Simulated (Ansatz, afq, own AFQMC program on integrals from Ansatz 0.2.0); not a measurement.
# Atomization energy of BNH, doublet, worked out

```xyz
3

B     0.0000    0.0000    1.1532
N     0.0000    0.0000   -0.0803
H     0.0000    0.0000   -1.0729
```

Connectivity, by distances: B–NH.

Basis cc-pVDZ. Noble-gas cores (and the filled d shells of Ga–Kr and In–Xe) are frozen. AFQMC by an in-house program on the Cholesky factors that Ansatz 0.2.0 writes for its CCSD(T) run. ph-AFQMC/CISD is guided by a CISD state made of CCSD amplitudes; releasing the constraint for a short imaginary time cuts its bias at the price of noise, slowly where states lie close. Uncertainties: one standard error, sampling alone.

Total energies in eV. CBS is CCSD(T) at the limit of def2-TZVPP/QZVPP (extrapolated itself); the highest rung of each member is named.

Cautions: BNH (doublet): unrestricted determinant slightly spin contaminated (⟨S²⟩ 0.85 against 0.75), its ph-AFQMC/CISD value lies 45 ± 15 meV above CCSDT(Q).

| member | count | CCSD(T)/cc-pVDZ | highest rung in cc-pVDZ | which | CCSD(T)/CBS |
| --- | --- | --- | --- | --- | --- |
| B (doublet) | +1 | -669.1119 | -669.1218 | FCI | -669.4648 |
| N (quartet) | +1 | -1482.4355 | -1482.4402 | FCI | -1483.8573 |
| H (doublet) | +1 | -13.5861 | -13.5861 | FCI | -13.6059 |
| BNH, doublet | -1 | -2174.1392 | -2174.1902 | CCSDT(Q) | -2177.1351 |

Work out the best estimate of the atomization energy: the CCSD(T)/CBS difference plus the step from CCSD(T) to the highest rung.

Sums with the counts: CCSD(T)/CBS 10.2071 eV, highest rung 9.0421 eV, CCSD(T)/cc-pVDZ 9.0057 eV. The step is 9.0421 − 9.0057 = 0.0364 eV, so the best estimate is 10.2071 + (0.0364) = 10.2435 eV. The basis set is worth 1.201 eV of it. Zero-point, core-correlation and spin–orbit terms aren't in it.

Best estimates are given only where the step beyond CCSD(T) is under 0.3 eV and no member's determinant is very poor (T1 over 0.05, or 0.07 for open shells, ⟨S²⟩ too high by 0.3, two states mixed), so the hardest cases are missing from such tables.

CCSDT and higher add their correlation energy to the determinant of the CCSD(T) run, since their own runs factorise the integrals more tightly (a shift of under 2 meV). Each member of a difference takes its own highest rung, so a best estimate needn't equal the limit plus the step of one row.
